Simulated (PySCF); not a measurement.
# Telling isomers of C$_{4}$H$_{4}$ apart by NMR

[PySCF 2.14: B3LYP/pcJ-1 coupling constants; shielding tensors at PBE0/pcSseg-1 (GIAO); GFN2-xTB geometry; non-relativistic Hamiltonian; rapidly exchanging positions averaged; in vacuum; one conformer]

Chemical shifts δ = σref − σ; 1H (σ = 31.72 ppm), 13C (σ = 186.93 ppm) vs TMS, all at this level. Multiplet labels drop J under 1 Hz and among equivalent protons, and merge close values. Unscaled 3J(H,H) run several per cent high. Where no couplings were computed, multiplicities follow the n + 1 count of equivalent neighbours, and m marks all less simple cases (inequivalent or close neighbours, rings, F or P nearby). Shifts are as computed. Against solution values, carbons near 30 ppm lie about +3 ppm off and those near 130 ppm about +5 ppm. Of 1211 compounds with measured shifts, 218 miss one by over three times the rms of a fit or turn the order of signals round; such compounds aren't used in these exercises.

(1) Tabulate the signals of `C=C1C=C1`, `C#CC=C`, `C1=CC=C1` and their relative energies.

(2) What is the quickest way to tell C=C1C=C1 from C#CC=C?

(3) What is the quickest way to tell C=C1C=C1 from C1=CC=C1?

(4) What is the quickest way to tell C#CC=C from C1=CC=C1?

## Answers

(1) 
| SMILES | carbon types | δC | δH | E rel. (kcal/mol) |
| --- | --- | --- | --- | --- |
| C=C1C=C1 | 1×C 2×CH 1×CH2 | 144.0, 122.5, 65.3 | 8.23 (dd, 2H), 4.05 (dd, 2H) | 17.1 |
| C#CC=C | 1×C 2×CH 1×CH2 | 138.4, 124.4, 89.2, 87.1 | 6.18 (m, 1H), 6.05 (m, 1H), 5.92 (m, 1H), 2.72 (m, 1H) | 0.0 |
| C1=CC=C1 | 4×CH | 146.7 | 5.66 (s, 4H) | 33.4 |

Energies are electronic energies at PBE0/pcSseg-1 on these geometries, without zero-point or thermal terms, each for the one conformer computed, which needn't be the lowest.

(2) Count the carbon signals: 3 against 4. The first has a terminal =CH2 carbon at 65.3 ppm, the second a terminal =CH2 carbon at 138.4 ppm. Their most deshielded carbons lie at 144.0 and 138.4 ppm. In the proton spectra the most deshielded non-exchanging signals are 8.23 (dd, J = 3.0, 1.7 Hz, 2H) and 6.18 (m, 1H).

(3) Count the carbon signals: 3 against 1. The first has a fully substituted alkene carbon (C) at 122.5 ppm, the second an alkene CH at 146.7 ppm. Their most deshielded carbons lie at 144.0 and 146.7 ppm. In the proton spectra the most deshielded non-exchanging signals are 8.23 (dd, J = 3.0, 1.7 Hz, 2H) and 5.66 (s, 4H).

(4) Count the carbon signals: 4 against 1. The first has a terminal =CH2 carbon at 138.4 ppm, the second an alkene CH at 146.7 ppm. In the proton spectra the most deshielded non-exchanging signals are 6.18 (m, 1H) and 5.66 (s, 4H).
